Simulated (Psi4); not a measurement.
# SiHClO (SMILES O[Si]Cl): a chain of runs

Wanted: a geometry optimisation (SVWN-RPA/6-31+G*), then the harmonic vibrations, then the energy (SCS-MP2/aug-cc-pVDZ), then the vertical excitations (TDA-SVWN-RPA/6-31+G*) of SiHClO. 

The results are computed with Psi4 1.11.

## Step 1: The structure to begin with

The species is SiHClO (4 atoms), meant as a singlet with charge 0. As SMILES, `O[Si]Cl`. The coordinates come from a PBE0-D4/def2-TZVP relaxation. The run starts from this shape.

Bond lengths: O1–Si2 1.637 Å, Si2–Cl3 2.110 Å, O1–H4 0.963 Å. Angles: O1–Si2–Cl3 101.3°, Si2–O1–H4 120.4°.

## Step 2: A structure relaxation at SVWN-RPA/6-31+G(d) (density fitting, Cartesian functions) (run 1)

Input file input.inp:

```
memory 1.6 GB

molecule molecule1 {
  0 1
  O     -0.911800     0.450200    -0.308700
  Si    -0.434200    -0.789700     0.647000
  Cl     1.662300    -0.701000     0.421400
  H     -0.260800     0.980400    -0.780000
}

set basis 6-31+G*
set geom_maxiter 60

optimize('svwn')
```

Launch:

```bash
$ psi4 input.inp input.out -n 1
```

input.out:

```text
[...]
  Running in c1 symmetry.
[...]
  Nuclear repulsion =  131.427828239508216
[...]
  Multiplicity = 1
[...]
  Nalpha       = 20
  Nbeta        = 20
[...]
    Number of basis functions: 67
[...]
   @DF-RKS iter   1:  -822.92602474861451   -5.78874e-02   1.20168e-02 ADIIS/DIIS
[...]
   @DF-RKS iter   7:  -823.18566708233038   -1.13687e-12   1.98389e-09 DIIS
[...]
  @DF-RKS Final Energy:  -823.18566708233038
   => Energetics <=
    Nuclear Repulsion Energy =            130.4973395246456676
    One-Electron Energy =               -1400.1401369220006927
    Two-Electron Energy =                 502.1103662804201235
    DFT Exchange-Correlation Energy =     -55.6532359653953819
    Empirical Dispersion Energy =           0.0000000000000000
    VV10 Nonlocal Energy =                  0.0000000000000000
    Total Energy =                       -823.1856670823303830
[...]
  -Total Gradient:
     Atom            X                  Y                   Z
    ------   -----------------  -----------------  -----------------
       1       -0.000266198527     0.000182284039    -0.000125539901
       2        0.000021437180    -0.000021116803     0.000015030973
       3       -0.000135234328     0.000009805549     0.000002266282
       4        0.000107022092     0.000046089974    -0.000045042734
[...]
    Final optimized geometry and variables:
    Molecular point group: c1
    Full point group: C1
    Geometry (in Angstrom), charge = 0, multiplicity = 1:
    O           -1.301143680398     0.938775899221    -0.654103043279
    SI          -0.827749574944    -0.317490056003     0.314688002603
    CL           1.276450097068    -0.218527896423     0.080481934754
    H           -0.661249974872     1.496713602061    -1.147065892925
    Psi4 run time: 0:00:08.26
[...]
```

On the terminal:

```text
Optimizer: Optimization complete!
```

Wall time 9.6 s (1 thread of AMD EPYC 7B13 (Zen 3), shared host); peak memory 0.29 GiB.

Step by step:

| step | energy from the first frame kept (eV) | largest force (eV/Å) |
| --- | --- | --- |
| 0 | 0.0000 | 0.9835 |
| 1 | -0.0182 | 0.1311 |
| 2 | -0.0187 | 0.0244 |
| 3 | -0.0187 | 0.0178 |

After the run. Bond lengths: O1–Si2 1.656 Å, Si2–Cl3 2.120 Å, O1–H4 0.982 Å. Angles: O1–Si2–Cl3 100.6°, Si2–O1–H4 122.6°.

## Step 3: Vibrational wavenumbers at SVWN-RPA/6-31+G(d) (density fitting, Cartesian functions) (run 2)

Input file run.py:

```python
import psi4

psi4.set_memory(1600000000)
psi4.set_num_threads(1)
psi4.set_output_file('run.log', False)

molecule = psi4.geometry("""
0 1
O     -0.911716     0.458247    -0.314970
Si    -0.438322    -0.798019     0.653821
Cl     1.665877    -0.699057     0.419615
H     -0.271823     1.016185    -0.807933
symmetry c1
""")

psi4.set_options(dict(basis='6-31+G*', t=600.0, rotational_symmetry_number=1))

E, wfn = psi4.frequencies("SVWN", return_wfn=True)
print(f'SVWN energy: {E:.10f} Eh')
print('wavenumbers / cm^-1:', wfn.frequencies().np.round(1))
for k in ('ZPVE', 'ENTHALPY', 'GIBBS FREE ENERGY'):
    print(f'{k}: {psi4.variable(k):.8f} Eh')
for k, v in sorted(psi4.core.scalar_variables().items()):
    print(f'{k:45s} {v:18.10f}')
```

Launch:

```bash
$ python run.py
```

run.log:

```text
[...]
  Running in c1 symmetry.
[...]
  Nuclear repulsion =  130.497364409587163
[...]
  Multiplicity = 1
[...]
  Nalpha       = 20
  Nbeta        = 20
[...]
    Number of basis functions: 67
[...]
   @DF-RKS iter   1:  -822.92724681551783   -8.78911e-02   1.19719e-02 DIIS/ADIIS
[...]
  -Total Gradient:
     Atom            X                  Y                   Z
    ------   -----------------  -----------------  -----------------
       1       -0.000265980922     0.000182451888    -0.000125657323
       2        0.000021698360    -0.000021144921     0.000015011987
       3       -0.000135511469     0.000009824743     0.000002260448
       4        0.000106819221     0.000045930583    -0.000044900021
[...]
   @DF-RKS iter  12:  -823.18566708170329   -7.04858e-12   6.48275e-09 DIIS
[...]
  @DF-RKS Final Energy:  -823.18566708170329
   => Energetics <=
    Nuclear Repulsion Energy =            130.4973644095871634
    One-Electron Energy =               -1400.1401881281719852
    Two-Electron Energy =                 502.1103929586159893
    DFT Exchange-Correlation Energy =     -55.6532363217343686
    Empirical Dispersion Energy =           0.0000000000000000
    VV10 Nonlocal Energy =                  0.0000000000000000
    Total Energy =                       -823.1856670817032864
[...]
  ==> Harmonic Vibrational Analysis <==
[...]
  Freq [cm^-1]                 224.0286            446.2999            514.7421
[...]
  IR activ [km/mol]            24.8638             105.8855            176.4736
[...]
  Freq [cm^-1]                 711.9406            861.0354           3642.2511
[...]
  IR activ [km/mol]            243.6606            84.9966             63.6320
[...]
  Total E_0, Enthalpy at 0 [K]                                                         -823.17108613 [Eh]
[...]
```

On the terminal:

```text
Warning: used thermodynamics relations inappropriate for low-frequency modes: ['224.0286' '446.2999' '514.7421']
SVWN energy: -823.1856670817 Eh
wavenumbers / cm^-1: [ 224.   446.3  514.7  711.9  861.  3642.3]
ZPVE: 0.01458095 Eh
ENTHALPY: -823.15873519 Eh
GIBBS FREE ENERGY: -823.23315328 Eh
CURRENT ENERGY                                   -823.1856670817
CURRENT REFERENCE ENERGY                         -823.1856670817
DD SOLVATION ENERGY                                 0.0000000000
DFT FUNCTIONAL TOTAL ENERGY                      -823.1856670817
DFT TOTAL ENERGY                                 -823.1856670817
DFT VV10 ENERGY                                     0.0000000000
DFT XC ENERGY                                     -55.6532363217
ENTHALPY                                         -823.1587351922
ENTHALPY CORRECTION                                 0.0269318895
GIBBS FREE ENERGY                                -823.2331532845
GIBBS FREE ENERGY CORRECTION                       -0.0474862028
GRID ELECTRONS ALPHA                               20.0000125718
GRID ELECTRONS BETA                                20.0000125718
GRID ELECTRONS TOTAL                               40.0000251437
NUCLEAR REPULSION ENERGY                          130.4973644096
ONE-ELECTRON ENERGY                             -1400.1401881282
PCM POLARIZATION ENERGY                             0.0000000000
PE ENERGY                                           0.0000000000
SCF ITERATION ENERGY                             -823.1856670817
SCF ITERATIONS                                     12.0000000000
SCF TOTAL ENERGY                                 -823.1856670817
THERMAL ENERGY                                   -823.1606352785
THERMAL ENERGY CORRECTION                           0.0250318032
TWO-ELECTRON ENERGY                               502.1103929586
XC GRID RADIAL POINTS                              75.0000000000
XC GRID SPHERICAL POINTS                          302.0000000000
XC GRID TOTAL POINTS                            88069.0000000000
ZERO K ENTHALPY                                  -823.1710861306
ZPVE                                                0.0145809511
```

It took 31 s on 1 thread of AMD EPYC 7B13 (Zen 3), shared host; peak memory 0.31 GiB.

## Step 4: The energy at SCS-MP2/aug-cc-pVDZ (density fitting) (run 3)

Input file clhosi.in:

```
memory 1.6 GB

molecule {
  0 1
  O     -0.911716     0.458247    -0.314970
  Si    -0.438322    -0.798019     0.653821
  Cl     1.665877    -0.699057     0.419615
  H     -0.271823     1.016185    -0.807933
}

set {
  basis aug-cc-pVDZ
  freeze_core true
}

energy_value, wavefunction = energy('scs-mp2', return_wfn=True)
print_variables()
```

Launch:

```bash
$ psi4 -n 1 clhosi.in clhosi.out
```

clhosi.out:

```text
[...]
  Running in c1 symmetry.
[...]
  Nuclear repulsion =  130.497364409587163
[...]
  Multiplicity = 1
[...]
  Nalpha       = 20
  Nbeta        = 20
[...]
    Number of basis functions: 86
[...]
   @RHF iter   1:  -823.87414865446726   -7.04670e-01   5.36273e-03 ADIIS/DIIS
[...]
   @RHF iter  11:  -823.96412646325120   -8.07177e-12   6.26659e-09 DIIS
[...]
  @RHF Final Energy:  -823.96412646325120
   => Energetics <=
    Nuclear Repulsion Energy =            130.4973644095871634
    One-Electron Energy =               -1400.2689377407843949
    Two-Electron Energy =                 445.8074468679461688
    Total Energy =                       -823.9641264632510911
[...]
 Multipole Moments:
 ------------------------------------------------------------------------------------
     Multipole            Electronic (a.u.)      Nuclear  (a.u.)        Total (a.u.)
 ------------------------------------------------------------------------------------
 L = 1.  Multiply by 2.5417464519 to convert [e a0] to [Debye]
 Dipole X            :          1.6676876           -1.8127043           -0.1450166
 Dipole Y            :         -1.3492081            1.6007606            0.2515525
 Dipole Z            :          0.9549975           -1.1452976           -0.1903001
 Magnitude           :                                                    0.3471637
[...]
	SCS-MP2 Total Energy (a.u.)        :  -824.38542309780337
	SOS-MP2 Total Energy (a.u.)        :  -824.34739640107546
	SCSN-MP2 Total Energy (a.u.)       :  -824.16490742197425
[...]
	SOS-PI-MP2 Total Energy (a.u.)     :  -824.41127472404617
[...]
	MP2 Total Energy (a.u.)            :  -824.39759816828825
[...]
```

Wall time 12 s (1 thread of AMD EPYC 7B13 (Zen 3), shared host); peak memory 0.41 GiB.

## Step 5: The excited states at TDA-SVWN-RPA/6-31+G(d) (density fitting, Cartesian functions, save jk yes) (run 4)

Input file clhosi.in:

```
memory 1600 mb

molecule {
  O     -0.911716     0.458247    -0.314970
  Si    -0.438322    -0.798019     0.653821
  Cl     1.665877    -0.699057     0.419615
  H     -0.271823     1.016185    -0.807933
  units angstrom
  symmetry c1
}

set {
  basis   6-31+G*
  save_jk true
}

from psi4.driver.procrouting.response.scf_response import tdscf_excitations
result, w = energy('svwn', return_wfn=True)
states = tdscf_excitations(w, states=6, tda=True)
```

Launch:

```bash
$ psi4 -i clhosi.in -o clhosi.out -n 1
```

clhosi.out:

```text
[...]
  Running in c1 symmetry.
[...]
  Nuclear repulsion =  130.497364409587163
[...]
  Multiplicity = 1
[...]
  Nalpha       = 20
  Nbeta        = 20
[...]
    Number of basis functions: 67
[...]
   @DF-RKS iter   1:  -822.92724681551783   -8.78911e-02   1.19719e-02 ADIIS/DIIS
[...]
   @DF-RKS iter  10:  -823.18566708134506   -1.03568e-08   4.14925e-07 DIIS
[...]
  @DF-RKS Final Energy:  -823.18566708134506
   => Energetics <=
    Nuclear Repulsion Energy =            130.4973644095871634
    One-Electron Energy =               -1400.1401346211680448
    Two-Electron Energy =                 502.1103284576835790
    DFT Exchange-Correlation Energy =     -55.6532253274478208
    Empirical Dispersion Energy =           0.0000000000000000
    VV10 Nonlocal Energy =                  0.0000000000000000
    Total Energy =                       -823.1856670813450592
[...]
 Multipole Moments:
 ------------------------------------------------------------------------------------
     Multipole            Electronic (a.u.)      Nuclear  (a.u.)        Total (a.u.)
 ------------------------------------------------------------------------------------
 L = 1.  Multiply by 2.5417464519 to convert [e a0] to [Debye]
 Dipole X            :          1.6977384           -1.8127043           -0.1149659
 Dipole Y            :         -1.3254354            1.6007606            0.2753252
 Dipole Z            :          0.9337875           -1.1452976           -0.2115101
 Magnitude           :                                                    0.3657289
[...]
                                    Excitation Energy         Total Energy        Oscillator Strength             Rotatory Strength
[...]
Excited State    1 (1 A):   0.17082 au   266.74 nm f = 0.0523
[...]
Excited State    3 (1 A):   0.20940 au   217.59 nm f = 0.0130
[...]
```

It took 8.1 s on 1 thread of AMD EPYC 7B13 (Zen 3), shared host; peak memory 0.27 GiB.

The roots found:

| excited state | energy (eV) | strength | label |
| --- | --- | --- | --- |
| 1 | 4.648 | 0.0523 | A 1 |
| 2 | 5.151 | 0.0473 | A 1 |
| 3 | 5.698 | 0.0130 | A 1 |
| 4 | 6.354 | 0.1202 | A 1 |
| 5 | 6.559 | 0.0178 | A 1 |
| 6 | 6.929 | 0.3214 | A 1 |

## Step 6: What came out

| quantity | value |
| --- | --- |
| run 1, SVWN-RPA/6-31+G*: total energy at the end | -823.18567 Eh |
| run 1, SVWN-RPA/6-31+G*: dipole moment | 0.93 D |
| run 1, SVWN-RPA/6-31+G*: HOMO energy | -7.31 eV |
| run 1, SVWN-RPA/6-31+G*: LUMO energy | -3.65 eV |
| run 1, SVWN-RPA/6-31+G*: HOMO–LUMO gap | 3.66 eV |
| run 2, SVWN-RPA/6-31+G*: lowest harmonic wavenumber | 224 cm⁻¹ |
| run 2, SVWN-RPA/6-31+G*: highest harmonic wavenumber | 3642 cm⁻¹ |
| run 2, SVWN-RPA/6-31+G*: zero-point energy | 38.3 kJ/mol |
| run 2, SVWN-RPA/6-31+G*: ideal-gas entropy at 600 K (symmetry number 1 as used) | 77.8 cal/(mol K) |
| run 3, SCS-MP2/aug-cc-pVDZ: total energy | -824.38542 Eh |
| run 3, SCS-MP2/aug-cc-pVDZ: HOMO energy (Hartree–Fock orbitals) | -10.25 eV |
| run 3, SCS-MP2/aug-cc-pVDZ: LUMO energy (Hartree–Fock orbitals) | 0.67 eV |
| run 3, SCS-MP2/aug-cc-pVDZ: HOMO–LUMO gap (Hartree–Fock orbitals) | 10.93 eV |
| run 3, SCS-MP2/aug-cc-pVDZ: correlation energy (11 core orbitals frozen) | -421.3 mEh |
| run 4, TDA-SVWN-RPA/6-31+G*: ground-state or mean-field energy | -823.18567 Eh |
| run 4, TDA-SVWN-RPA/6-31+G*: dipole moment (SVWN-RPA Kohn–Sham density) | 0.93 D |
| run 4, TDA-SVWN-RPA/6-31+G*: HOMO energy (SVWN-RPA Kohn–Sham orbitals) | -7.31 eV |
| run 4, TDA-SVWN-RPA/6-31+G*: LUMO energy (SVWN-RPA Kohn–Sham orbitals) | -3.65 eV |
| run 4, TDA-SVWN-RPA/6-31+G*: HOMO–LUMO gap (SVWN-RPA Kohn–Sham orbitals) | 3.66 eV |
| run 4, TDA-SVWN-RPA/6-31+G*: lowest excitation energy | 4.65 eV |

The optimisation (run 1, SVWN-RPA/6-31+G*) took 4 steps and changed the energy by -0.019 eV. All 6 modes (run 2, SVWN-RPA/6-31+G*) are real, so the shape is a minimum at this level. The brightest of the 6 transitions from the ground state lies at 6.93 eV (179 nm, f = 0.321); the lowest, at 4.65 eV, has f = 0.052.
